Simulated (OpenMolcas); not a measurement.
# One shape, several levels: PH3 (SMILES P)

We compute a comparison of 6 runs (B3LYP/6-31G*, B2PLYP/aug-cc-pVTZ, B3LYP/aug-cc-pVTZ, BHLYP/aug-cc-pVTZ, PBE0/aug-cc-pVTZ, TPSS/aug-cc-pVTZ) of PH3. 

Program for the calculation: OpenMolcas 26.06.

### Step 1. Starting point

PH3: 4 atoms, total charge 0, spin state singlet. As SMILES, `P`. The coordinates come from a PBE0-D4/def2-TZVP relaxation.

Bond lengths: P1–H2 1.420 Å, P1–H3 1.420 Å, P1–H4 1.420 Å. Angles: H2–P1–H3 93.1°, H2–P1–H4 93.1°, H3–P1–H4 93.1°.

### Step 2. Energy and gradient at B3LYP/6-31G(d) (spherical functions) (run 1)

calc.inp

```
* H3P Kohn-Sham DFT
>>> EXPORT MOLCAS_PRINT=2
&GATEWAY
BASLIB=$CurrDir
COORD
4
bohr
P      0.65384524    -0.61699558    -0.62890085
H      1.19222821    -0.06425069     1.94074873
H     -1.90011962    -1.25288842    -0.10809233
H      0.05423514     1.93413469    -1.20356657
BASIS=6-31Gs
GROUP=NoSym
&SEWARD
GRIDINPUT
Grid=UltraFine
End of Grid
&SCF
KSDFT=B3LYP
THRESHOLDS=1e-10 1e-07 1e-07 1e-05
PRORBITALS=0
&ALASKA
```

The basis set 6-31G* is read from a file made from the Basis Set Exchange's data (not shown).

Started as:

```bash
$ export MOLCAS_MEM=1860
$ pymolcas calc.inp > calc.log
```

Log:

```text
--- Start Module: gateway ---
[...]
--- Stop Module: gateway /rc=_RC_ALL_IS_WELL_ ---
[...]
      Basis functions           24
[...]
--- Start Module: scf ---
[...]
       Convergence after  10 Iterations
[...]
::    Total KS-DFT energy                            -343.1377754281
[...]
      Total spin, S                                     0.0000000000
[...]
      Total electronic charge=   18.000000
      Total            charge=   -0.000000
[...]
      Dipole Moment (debye):
      Origin of the operator (angstrom)=    0.3050   -0.2878   -0.2933
                   X= -5.7363E-01               Y=  5.4144E-01               Z=  5.5161E-01           Total=  9.6254E-01
      Quadrupole Moment (debye*angstrom):
[...]
--- Stop Module: scf /rc=_RC_ALL_IS_WELL_ ---
[...]
--- Start Module: alaska ---
[...]
 *              Molecular gradients               *
 **************************************************
  Irreducible representation: a
 ------------------------------------------------------------------------------------------
                              X                       Y                       Z
 ------------------------------------------------------------------------------------------
  P1               -1.23823214103025E-03    1.17999548887271E-03    1.17106486926755E-03
  H2               -7.90120422046292E-04   -1.60969338474537E-04   -1.85095040717664E-03
  H3                1.83604353481082E-03    8.39718796896372E-04   -1.17277962668583E-04
  H4                1.92309028263060E-04   -1.85874494729577E-03    7.97163500574904E-04
 ------------------------------------------------------------------------------------------
--- Stop Module: alaska /rc=_RC_ALL_IS_WELL_ ---
[...]
```

Wall time 5.1 s (1 thread of Intel Xeon Platinum 8375C at 2.90GHz (Ice Lake), shared host); peak memory 0.37 GiB.

### Step 3. A single-point energy at B2PLYP/aug-cc-pVTZ (run 2)

mol.inp

```
&gateway
baslib=$CurrDir
coord
4
angstrom
P        0.346000      -0.326500      -0.332800
H        0.630900      -0.034000       1.027000
H       -1.005500      -0.663000      -0.057200
H        0.028700       1.023500      -0.636900
basis=aug-cc-pVTZ
group=NoSym
&seward
gridinput
Grid=UltraFine
End of Grid
&scf
ksdft=B2PLYP_SCF
thresholds=1e-10 1e-07 1e-07 1e-05
prorbitals=1
&mbpt2
frozen=5
```

The basis set aug-cc-pVTZ is read from a file made from the Basis Set Exchange's data (not shown).

Started as:

```bash
$ export MOLCAS_MEM=1860
$ pymolcas mol.inp > mol.log
```

Log:

```text
--- Start Module: gateway ---
[...]
--- Stop Module: gateway /rc=_RC_ALL_IS_WELL_ ---
[...]
      Basis functions          119
[...]
--- Start Module: scf ---
[...]
       Convergence after  11 Iterations
[...]
::    Total KS-DFT energy                            -342.9690346467
[...]
      Total spin, S                                     0.0000000000
[...]
      Total electronic charge=   18.000000
      Total            charge=   -0.000000
[...]
      Dipole Moment (debye):
      Origin of the operator (angstrom)=    0.3050   -0.2878   -0.2933
                   X= -3.6671E-01               Y=  3.4615E-01               Z=  3.5258E-01           Total=  6.1531E-01
      Quadrupole Moment (debye*angstrom):
[...]
--- Stop Module: scf /rc=_RC_ALL_IS_WELL_ ---
[...]
--- Start Module: mbpt2 ---
[...]
 ###    WARNING: MP2 implementation intended for RHF references only         ###
 ###############################################################################
MBPT2 WARNING: Reference function according to RunFile:KS-DFT
I'll assume you know what you're doing and continue
WARNING!
Default frozen orbitals as non valence orbitals is overwritten by user input.
Default values:   5
[...]
       Reference weight ( Cref**2 )         =        0.89545
::    Total MBPT2 energy                             -343.1831219835
[...]
      Total MBPT2 calculations                           0.67      0.73
--- Stop Module: mbpt2 /rc=_RC_ALL_IS_WELL_ ---
[...]
```

It took 38 s on 1 thread of Intel Xeon Platinum 8375C at 2.90GHz (Ice Lake), shared host; peak memory 0.75 GiB.

Runs 3 to 4 aren't shown in full; the table further down has their settings and results.

### Step 4. Energy and forces at PBE0/aug-cc-pVTZ (run 5)

test.input

```
* H3P Kohn-Sham DFT
>>> EXPORT MOLCAS_PRINT=2

&GATEWAY
 BasLib=$CurrDir
 Coord
 4
 angstrom
 P        0.346000      -0.326500      -0.332800
 H        0.630900      -0.034000       1.027000
 H       -1.005500      -0.663000      -0.057200
 H        0.028700       1.023500      -0.636900
 Basis=aug-cc-pVTZ
 Group=NoSym

&SEWARD
 GridInput
 Grid=UltraFine
 End of Grid

&SCF
 KSDFT=PBE0
 Thresholds=1e-10 1e-07 1e-07 1e-05
 PrOrbitals=1 2

&ALASKA
```

The basis set aug-cc-pVTZ is read from a file made from the Basis Set Exchange's data (not shown).

Started as:

```bash
$ export MOLCAS_MEM=1860
$ pymolcas test.input > test.log
```

Log:

```text
--- Start Module: gateway ---
[...]
--- Stop Module: gateway /rc=_RC_ALL_IS_WELL_ ---
[...]
      Basis functions          119
[...]
--- Start Module: scf ---
[...]
       Convergence after  10 Iterations
[...]
::    Total KS-DFT energy                            -343.0202237515
[...]
      Total spin, S                                     0.0000000000
[...]
      Total electronic charge=   18.000000
      Total            charge=   -0.000000
[...]
      Dipole Moment (debye):
      Origin of the operator (angstrom)=    0.3050   -0.2878   -0.2933
                   X= -3.9518E-01               Y=  3.7301E-01               Z=  3.7998E-01           Total=  6.6309E-01
      Quadrupole Moment (debye*angstrom):
[...]
--- Stop Module: scf /rc=_RC_ALL_IS_WELL_ ---
[...]
--- Start Module: alaska ---
[...]
 *              Molecular gradients               *
 **************************************************
  Irreducible representation: a
 ------------------------------------------------------------------------------------------
                              X                       Y                       Z
 ------------------------------------------------------------------------------------------
  P1               -6.31428154315827E-04    6.07009192618246E-04    5.87223840261775E-04
  H2               -3.19094661288100E-04   -9.72487073782613E-05   -8.27697259356164E-04
  H3                8.30283733945336E-04    3.32824085746974E-04   -7.46225379043008E-05
  H4                1.20239081670359E-04   -8.42584570994287E-04    3.15095956996636E-04
 ------------------------------------------------------------------------------------------
--- Stop Module: alaska /rc=_RC_ALL_IS_WELL_ ---
[...]
```

It took 38 s on 1 thread of Intel Xeon Platinum 8375C at 2.90GHz (Ice Lake), shared host; peak memory 0.75 GiB.

### Step 5. Energy and forces at TPSS/aug-cc-pVTZ (run 6)

calc.input

```
&GATEWAY
 BasLib=$CurrDir
 Coord
 4
 bohr
 P      0.65384524    -0.61699558    -0.62890085
 H      1.19222821    -0.06425069     1.94074873
 H     -1.90011962    -1.25288842    -0.10809233
 H      0.05423514     1.93413469    -1.20356657
 Basis=aug-cc-pVTZ
 Group=NoSym

&SEWARD
 GridInput
 Grid=UltraFine
 End of Grid

&SCF
 KSDFT=2
 1.0 MGGA_X_TPSS
 1.0 MGGA_C_TPSS
 Thresholds=1e-10 1e-07 1e-07 1e-05
 PrOrbitals=1 2

&ALASKA
```

The basis set aug-cc-pVTZ is read from a file made from the Basis Set Exchange's data (not shown).

Started as:

```bash
$ export MOLCAS_MEM=1860
$ pymolcas calc.input > calc.log
```

Log:

```text
--- Start Module: gateway ---
[...]
--- Stop Module: gateway /rc=_RC_ALL_IS_WELL_ ---
[...]
      Basis functions          119
[...]
--- Start Module: scf ---
[...]
       Convergence after  11 Iterations
[...]
::    Total KS-DFT energy                            -343.1849329380
[...]
      Total spin, S                                     0.0000000000
[...]
      Total electronic charge=   18.000000
      Total            charge=   -0.000000
[...]
      Dipole Moment (debye):
      Origin of the operator (angstrom)=    0.3050   -0.2878   -0.2933
                   X= -3.7713E-01               Y=  3.5598E-01               Z=  3.6260E-01           Total=  6.3280E-01
      Quadrupole Moment (debye*angstrom):
[...]
--- Stop Module: scf /rc=_RC_ALL_IS_WELL_ ---
[...]
--- Start Module: alaska ---
[...]
 *              Molecular gradients               *
 **************************************************
  Irreducible representation: a
 ------------------------------------------------------------------------------------------
                              X                       Y                       Z
 ------------------------------------------------------------------------------------------
  P1               -7.89431035459032E-04    7.52525488315392E-04    7.56210864170548E-04
  H2               -4.59787890393804E-04   -1.07155415100091E-04   -1.10577642294274E-03
  H3                1.10402581937219E-03    4.73833329408091E-04   -9.02089882705015E-05
  H4                1.45193106468211E-04   -1.11920340263216E-03    4.39774547044802E-04
 ------------------------------------------------------------------------------------------
--- Stop Module: alaska /rc=_RC_ALL_IS_WELL_ ---
[...]
```

Run time: 68 s. Hardware: 1 thread of Intel Xeon Platinum 8375C at 2.90GHz (Ice Lake), shared host; peak memory 0.75 GiB.

### Step 6. The series

```
run                               level      task  frozen core orbitals  energy (Eh)  dipole moment (D)  HOMO energy (eV)  LUMO energy (eV)  wall time
  1  B3LYP/6-31G* (spherical functions)  gradient                     –  -343.137775               0.96             -7.51              0.89      5.1 s
  2                  B2PLYP/aug-cc-pVTZ    energy                     5  -343.026838               0.62             -8.89              0.17       38 s
  3                   B3LYP/aug-cc-pVTZ  gradient                     –  -343.180538               0.58             -7.69             -0.44       46 s
  4                   BHLYP/aug-cc-pVTZ  gradient                     –  -343.151043               0.61             -8.94              0.07       40 s
  5                    PBE0/aug-cc-pVTZ  gradient                     –  -343.020224               0.66             -7.89             -0.18       38 s
  6                    TPSS/aug-cc-pVTZ  gradient                     –  -343.184933               0.63             -6.85             -0.49       68 s
```

### Step 7. Results

| quantity | value |
| --- | --- |
| run 6: total energy | -343.18493 Eh |
| run 6: dipole moment | 0.63 D |
| run 6: HOMO energy | -6.85 eV |
| run 6: LUMO energy | -0.49 eV |
| run 6: HOMO–LUMO gap | 6.36 eV |
| run 6: largest force on an atom | 0.068 eV/Å |

The dipole moment (its size) runs from 0.58 D (B3LYP/aug-cc-pVTZ) to 0.96 D (B3LYP/6-31G*). The HOMO–LUMO gap runs from 6.36 eV (TPSS/aug-cc-pVTZ) to 9.06 eV (B2PLYP/aug-cc-pVTZ). A double hybrid's value is that of its SCF part. For B2PLYP the log adds the whole second-order term; the table takes 0.27 of it, as the functional is defined. Totals of different functionals can't be ranked against each other. All runs together took 3.9 min, the longest 68 s.
